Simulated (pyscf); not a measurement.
Structures and frequencies: ωB97X-D3(BJ)/def2-SVP in PySCF.

Q: Estimate the classical barrier height and the reaction energy of HO–Ti(OH)(OH)–F (SMILES [OH][Ti]([OH])([OH])[F]) + HF (SMILES F) → HO–Ti(OH)(F)–F (SMILES [OH][Ti]([OH])([F])[F]) + H₂O (SMILES O) at ωB97M-D3(BJ)/def2-TZVP. The step runs on the singlet surface, breaks O–Ti, F–H and forms F–Ti, H–O; take the separated reactants as zero.

A: ΔE‡ = -4.0 kcal/mol, ΔE = -11.5 kcal/mol. Zero-point energy shifts the barrier by +1.3 kcal/mol. It is a four-centre exchange, with an imaginary mode of 554i cm⁻¹. On the reactant side the descent ends in a bound adduct, 9.2 kcal/mol under the separated species and 4.5 kcal/mol under the saddle at ωB97X-D3(BJ)/def2-TZVP. On the product side the descent ends in an adduct with a O–Ti contact (not fully relaxed), 11.8 kcal/mol under the separated species and 18.4 kcal/mol under the saddle at ωB97X-D3(BJ)/def2-TZVP. At ωB97M-D3(BJ) the saddle lies under the separated reactants, which points to a path from their complex (located at ωB97X-D3(BJ) alone). What is counted as broken (O–Ti) persists as a longer contact in the product adduct; parting that adduct is a step of its own. One saddle was located; it need not be the lowest between these sides.
